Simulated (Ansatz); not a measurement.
Results of r²SCAN (PAW; Ansatz, an electronic-structure program) for tetradymite Bi₂Te₃.

Settings: plane-wave cutoff 560 eV, 10×10×10 k mesh, Fermi–Dirac smearing 0.01 eV, scalar-relativistic PAW data made under PBE.

Cell (measured lattice):

```cif
data_Bi2Te3
_chemical_formula_sum 'Bi2 Te3'
_space_group_name_H-M_alt 'P 1'
_space_group_IT_number 1
_cell_length_a 10.47631
_cell_length_b 10.47631
_cell_length_c 10.47631
_cell_angle_alpha 24.166
_cell_angle_beta 24.166
_cell_angle_gamma 24.166
loop_
_space_group_symop_operation_xyz
  'x, y, z'
loop_
_atom_site_label
_atom_site_type_symbol
_atom_site_fract_x
_atom_site_fract_y
_atom_site_fract_z
_atom_site_occupancy
Bi1 Bi 0.40000 0.40000 0.40000 1
Bi2 Bi 0.60000 0.60000 0.60000 1
Te1 Te 0.00000 0.00000 0.00000 1
Te2 Te 0.20950 0.20950 0.20950 1
Te3 Te 0.79050 0.79050 0.79050 1
```

**Question.** Estimate the band gap that the calculation returns.

**Answer.** 
band gap: 0.52 eV

Note: cell and atoms aren't relaxed at this level (largest force component 0.29 eV/Å, pressure 1.3 GPa).

Spin–orbit coupling is not included; with these elements it can move the gap by several tenths of an eV or more.

The computed numbers hold no vibrational or temperature effects.

Computing time: around 4 core-minutes (rough).
